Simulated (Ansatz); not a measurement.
A nudged elastic band was laid between two geometries of C2H5O (8 atoms, charge 0, multiplicity 2).

All numbers below come from Ansatz 0.2.0, UKS PBE/def2-SVP.

* movable images: 7
* climbing image: yes
* spring: 5.0 eV/Å²
* optimiser: quadratic models (default)
* start path: IDPP
* force threshold: 0.05 eV/Å
* iteration limit: 60
* end points: relaxed

First end point:

```xyz
8
Properties=species:S:1:pos:R:3
C -0.452 0.601 -0.267
C 0.417 -0.550 0.245
O 1.693 -0.270 0.566
H -1.482 0.259 -0.499
H -0.012 1.037 -1.186
H -0.514 1.405 0.493
H 0.416 -1.418 -0.484
H -0.067 -1.063 1.133
```

Last end point:

```xyz
8
Properties=species:S:1:pos:R:3
C -0.449 0.610 -0.250
C 0.415 -0.559 0.228
O 1.510 -0.858 -0.493
H -0.819 0.422 -1.278
H 0.146 1.546 -0.270
H -1.324 0.766 0.415
H -0.203 -1.504 0.338
H 0.725 -0.423 1.310
```

Task: What changes between the two ends?

Result: No bond is made or broken. The dihedral H4–C1–C2–O3 goes from -180 to 59°. The two ends are copies of one structure, up to a mirror image or an exchange of like atoms.

Task: Give the energies along the band, and the barrier.

Result: The run converged. The highest image is number 4 of 0 to 8, 0.097 eV above the ends, which have the same energy within 2 meV. A vibrational analysis at the climbing image gives one clearly imaginary mode, 225i cm⁻¹: a first-order saddle point.

```json
{"image": "0", "path coordinate (Å)": "0.00", "energy (eV)": "0.000", "dihedral H4–C1–C2–O3 (°)": "-180"}
{"image": "1", "path coordinate (Å)": "0.34", "energy (eV)": "0.014", "dihedral H4–C1–C2–O3 (°)": "164"}
{"image": "2", "path coordinate (Å)": "0.69", "energy (eV)": "0.049", "dihedral H4–C1–C2–O3 (°)": "149"}
{"image": "3", "path coordinate (Å)": "1.03", "energy (eV)": "0.083", "dihedral H4–C1–C2–O3 (°)": "134"}
{"image": "4", "path coordinate (Å)": "1.37", "energy (eV)": "0.097", "dihedral H4–C1–C2–O3 (°)": "119"}
{"image": "5", "path coordinate (Å)": "1.71", "energy (eV)": "0.083", "dihedral H4–C1–C2–O3 (°)": "105"}
{"image": "6", "path coordinate (Å)": "2.06", "energy (eV)": "0.049", "dihedral H4–C1–C2–O3 (°)": "90"}
{"image": "7", "path coordinate (Å)": "2.40", "energy (eV)": "0.014", "dihedral H4–C1–C2–O3 (°)": "75"}
{"image": "8", "path coordinate (Å)": "2.74", "energy (eV)": "0.000", "dihedral H4–C1–C2–O3 (°)": "59"}
```

Task: What is the geometry of the highest image?

Result: 
```xyz
8
Properties=species:S:1:pos:R:3
C -0.463 0.608 -0.256
C 0.422 -0.557 0.235
O 1.735 -0.512 -0.044
H -1.255 0.269 -0.954
H 0.186 1.329 -0.791
H -0.959 1.141 0.579
H 0.025 -1.557 -0.121
H 0.308 -0.720 1.351
```

Task: What are the harmonic wavenumbers there?

Result: 225i, 391, 460, 869, 872, 1018, 1100, 1108, 1219, 1303, 1339, 1403, 1405, 2745, 2746, 2976, 3066, 3083 cm⁻¹.

The run took 110 s on 1 thread of Arm Neoverse V1 (shared host), peak memory 0.13 GiB.
